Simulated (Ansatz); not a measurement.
## Which is lower?

Two relaxed structures of CHLiN, doublet (PBE0-D4/def2-TZVP; forces vanish, vibrations not checked).

A:

```json
{"atom": "Li1", "x (Å)": "0.6550", "y (Å)": "-0.0169", "z (Å)": "2.2984"}
{"atom": "N2", "x (Å)": "-0.1082", "y (Å)": "0.0761", "z (Å)": "0.6104"}
{"atom": "C3", "x (Å)": "1.0449", "y (Å)": "-0.2259", "z (Å)": "0.3758"}
{"atom": "H4", "x (Å)": "1.5682", "y (Å)": "-0.4122", "z (Å)": "-0.5794"}
```

B:

```
atom    x (Å)    y (Å)    z (Å)
 Li1  -2.0371   0.4470  -0.2877
  N2  -0.3690   0.0964   0.0655
  C3   0.7621  -0.1264   0.4198
  H4   1.6441  -0.4170  -0.1976
```

Ansatz 0.2.0; basis: def2-TZVPP; cores frozen in the correlated methods; orbitals are unrestricted. The outer core shell of Li, Na, Mg and K is correlated. B3LYP uses VWN-RPA correlation.

(1) Which structure is lower at CCSD(T), and by how much? (Judge from chemistry; the value comes from the calculation.)

T1 diagnostic: at most 0.026. ⟨S²⟩ of the unrestricted Hartree–Fock references: 0.77 to 0.78 (a pure state has 0.75).

Answers

(1) The calculation gives: A, by 0.326 eV (electronic energy, against the other). By their contacts, A is CHLiN ([Li]1[CH][N]1) and B is CHLiN ([Li][N][CH]).

All methods give the same order:

```
   method  E(B) − E(A) (eV)
   PBE-D4             0.223
r2SCAN-D4             0.291
  PBE0-D4             0.305
 B3LYP-D4             0.244
  wB97M-V             0.317
       HF             0.278
      MP2             0.243
     CCSD             0.325
  CCSD(T)             0.326
```

Labels in which every atom is bracketed show which atoms are joined, not bond orders.

For scale, one of the runs: CCSD(T)/def2-TZVPP, 95 basis functions, launched by `ansatz run in.yaml --threads 2 --pin off --events-out ev --progress --plain --max-ram 4352MiB`. Hardware: 2 CPU threads of an AMD EPYC 7B13, shared host. Wall time 6 s; peak host memory 0.61 GiB.
